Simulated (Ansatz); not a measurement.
Rock-salt LiF: TO phonon frequency at L by level of theory

No measured value is used here.

| level (code) | value (cm⁻¹) | cell (Å³/atom) |
|---|---|---|
| LDA (Ansatz) | 317 | 7.47 |
| PBE (Ansatz) | … | 8.42 |
| r²SCAN (Ansatz) | 301 | 7.94 |

Question: Some entries are withheld; supply them.

Answer: 
- PBE (Ansatz, a first-principles code), value (cm⁻¹): 259

Each level is taken at its own relaxed cell. Cutoffs differ between the levels. Ansatz's density-functional and Hartree–Fock values are scalar-relativistic unless marked +SOC, with PAW data made under PBE.
